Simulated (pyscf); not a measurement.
**Four-centre exchange: F–WH(F)(F)(F)–F + hydrogen chloride (HCl) → F–W(F)(F)(F)(F)–Cl + hydrogen (H₂)**

Gas phase, singlet surface, charge 0. Bonds broken: W2–H7, Cl8–H9. Bonds formed: W2–Cl8, H7–H9. Optimised with ωB97X-D3(BJ)/def2-SVP in PySCF.

Transition state (Å):

```xyz
9

F      0.8411     0.4831     1.0285
W     -0.7696     0.1240     0.1502
F     -0.0315    -1.5494    -0.0766
F     -1.2943     1.7945    -0.4048
F     -2.4008    -0.7601     0.1435
F     -1.3453     0.5761     1.8473
H      0.5143     0.5607    -1.0455
Cl    -1.3491    -0.2857    -2.3826
H     -0.0724     0.2617    -1.8434
```

One imaginary mode, 584i cm⁻¹; descent along it reached the two sides named.

```tsv
bond	change	reactant side (Å)	saddle	product side
W2–H7	breaks	1.680	1.808	4.2
Cl8–H9	breaks	1.286	1.490	4.5
W2–Cl8	forms	3.1	2.6	2.264
H7–H9	forms	2.597	1.034	0.761
```

Electronic energies relative to the separated reactants (kJ/mol):

| level | barrier | reaction energy | reverse barrier |
|---|---|---|---|
| ωB97X-D3(BJ)/def2-TZVP | 38.9 | -131.5 | 170.4 |
| PBE/def2-TZVP | 20.6 | -125.4 | 146.0 |
| r²SCAN/def2-TZVP | 16.1 | -134.7 | 150.8 |
| B3LYP-D3(BJ)/def2-TZVP | 41.3 | -122.8 | 164.0 |
| PBE0-D3(BJ)/def2-TZVP | 28.9 | -117.4 | 146.3 |
| M06-2X/def2-TZVP | 49.3 | -110.9 | 160.2 |
| ωB97M-D3(BJ)/def2-TZVP | 53.2 | -106.7 | 159.9 |
| HF/def2-TZVP | 135.5 | -86.2 | 221.7 |

With ωB97M-D3(BJ)/def2-TZVP energies and thermal terms (ideal gas, 1 atm, RRHO with modes under 100 cm⁻¹ raised to 100, one conformer, R ln 2 for chiral ones without a mode under 150 cm⁻¹), in kJ/mol:

```json
[
 {"T (K)": "298", "ΔH‡": "49.6", "ΔG‡": "95.9", "ΔH": "-114.8", "ΔG": "-105.0"},
 {"T (K)": "600", "ΔH‡": "49.3", "ΔG‡": "143.1", "ΔH": "-110.3", "ΔG": "-97.0"},
 {"T (K)": "900", "ΔH‡": "50.7", "ΔG‡": "189.7", "ΔH": "-107.7", "ΔG": "-90.9"},
 {"T (K)": "1200", "ΔH‡": "52.6", "ΔG‡": "235.8", "ΔH": "-106.3", "ΔG": "-85.6"}
]
```

This is the saddle that the search found; another between the same sides may lie lower. Elements past Kr carry the def2 core potentials, without spin-orbit coupling.
